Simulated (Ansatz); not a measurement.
```yaml
crystal:
  periodic: [false, false, false]
  atoms:
    - {symbol: Al, position_ang: [-0.586974, -0.077875, 0.003874]}
    - {symbol: O, position_ang: [1.034974, 0.137312, -0.006831]}
    - {symbol: H, position_ang: [-1.520154, 1.136174, 0.007103]}
    - {symbol: H, position_ang: [-1.171279, -1.493253, 0.010661]}
    - {symbol: H, position_ang: [1.975602, 0.262108, -0.013039]}
basis:
  gaussian: {orbitals: def2-TZVP}
hamiltonian: {xc: pbe0}
relax: {f_tol: 0.004, max_steps: 80}
```

```sh
$ ansatz run in.yaml --threads 1 --pin off --events-out ev --progress --plain --max-ram 2176MiB
```

Steps of the relaxation (energy above the last step; positions in Å, forces in eV/Å):

```
5
step 1, 48.2 meV
Al   -0.587   -0.078    0.004   -0.057   -0.008    0.000
O     1.035    0.137   -0.007    0.967    0.128   -0.006
H    -1.520    1.136    0.007   -0.409    0.672    0.001
H    -1.171   -1.493    0.011   -0.219   -0.755    0.003
H     1.976    0.262   -0.013   -0.282   -0.037    0.002
```

```
5
step 2, 3.9 meV
Al   -0.591   -0.078    0.004   -0.228   -0.030    0.002
O     1.040    0.138   -0.007    0.396    0.053   -0.003
H    -1.527    1.182    0.007   -0.084    0.143    0.000
H    -1.166   -1.539    0.011   -0.044   -0.160    0.001
H     1.977    0.262   -0.013   -0.040   -0.005    0.000
```

```
5
step 3, 0.1 meV
Al   -0.595   -0.079    0.004   -0.082   -0.011    0.001
O     1.044    0.139   -0.007    0.066    0.009    0.000
H    -1.531    1.196    0.007    0.004   -0.006    0.000
H    -1.166   -1.554    0.011    0.002    0.007    0.000
H     1.980    0.263   -0.013    0.011    0.001    0.000
```

```
5
step 4, 0.0 meV
Al   -0.596   -0.079    0.004   -0.002    0.000    0.000
O     1.045    0.139   -0.007   -0.001    0.000    0.000
H    -1.532    1.196    0.007    0.001    0.000    0.000
H    -1.167   -1.554    0.011    0.001    0.000    0.000
H     1.981    0.263   -0.013    0.001    0.000    0.000
```

Close pairs at the end: O2–H5 0.944 Å, Al1–H3 1.581 Å, Al1–H4 1.581 Å, Al1–O2 1.656 Å.

A stationary point of restricted PBE0 after 4 steps (its stability towards spin polarisation wasn't tested); no frequencies were run, so it isn't proven a minimum. 3.6 s on 1 thread of Intel Xeon 6975P-C, shared host.
